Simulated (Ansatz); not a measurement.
A run for Ansatz (a first-principles code): U-CCSDT(Q)/cc-pVDZ on H (SMILES [H]), 2S+1 = 2.

Ansatz 0.2 input:
```yaml
crystal:
  periodic: [false, false, false]
  atoms:
    - {symbol: H, position_ang: [0.00000000, 0.00000000, 0.00000000]}
basis:
  gaussian:
    orbitals: cc-pVDZ
magnetization: {spin_polarized: true, initial_magnetization: 1}
correlation: {method: ccsdt_q, electrons: outside_noble_gas}
scf: {omitted_lower_state_checks: [cluster_reference]}
```

The log:

```
WARN ansatz: RAYON_NUM_THREADS=2 ignored (pool sized by the plan → 2); use --threads N
Functional definition: HF
these checks for a lower state are left out or cut short: cluster_reference
integrals: 0.00 GiB planned
15 factors; integrals over basis functions are off by at most 5.1e-8 eV
mean field: 0.03 GiB planned
mean field evaluation 1: about -13.5522 eV, gradient 1.6e0 eV
mean field evaluation 2: about -13.5522 eV, gradient 1.6e0 eV
mean field evaluation 4: about -13.5861 eV, gradient 1.4e-4 eV
mean field evaluation 8: about -13.5861 eV, gradient 3.7e-7 eV
mean field -13.58605748 eV, -0.4992784034 hartree, gradient 3.7e-7 eV, S^2 0.750000; 0 other end points of the search recorded, 0 dependent functions left out
reference -13.58605748 eV, -0.4992784034 hartree; 1, 0 occupied and 4, 5 virtual orbitals, 15 factors
second order 0.00000000 eV of doubles, -0.00000000 eV of singles
coupled cluster: 0.03 GiB planned
cycle   1  -0.00000000 eV  change  -4.3e-16 eV  update   2.3e-9
perturbative correction 0.00000000 eV, 0.0000000000 hartree
Total energy: -13.58605748 eV, -0.4992784034 hartree
Checks for a lower state left out: cluster_reference
```

The calculation finished and met its thresholds.

Cost: roughly 0.7 core-seconds.
